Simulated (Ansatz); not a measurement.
Basis-set series for H$_{4}$N+, SMILES `[NH4+]`. The species carries charge 1 and has multiplicity 1. The geometry is a stationary point of PBE0-D4/def2-TZVP.

| functional | basis | functions | energy (Eh) | HOMO (eV) | LUMO (eV) |
| --- | --- | --- | --- | --- | --- |
| PBE0-D4 | def2-TZVPP | 87 | -56.85711 | -22.79 | -5.87 |
| PBE0-D4 | def2-QZVPP | 177 | -56.86026 | -22.79 | -5.97 |
| ωB97M-V | def2-TZVPP | 87 | -56.88681 | -25.23 | -4.47 |
| ωB97M-V | def2-QZVPP | 177 | -56.88998 | -25.24 | -4.67 |

Give the rows for def2-SVP. (An estimate is asked.)

Computed: 
```csv
functional,basis,functions,energy (Eh),HOMO (eV),LUMO (eV)
PBE0-D4,def2-SVP,34,-56.78884,-22.82,-5.47
ωB97M-V,def2-SVP,34,-56.81513,-25.26,-3.93
```
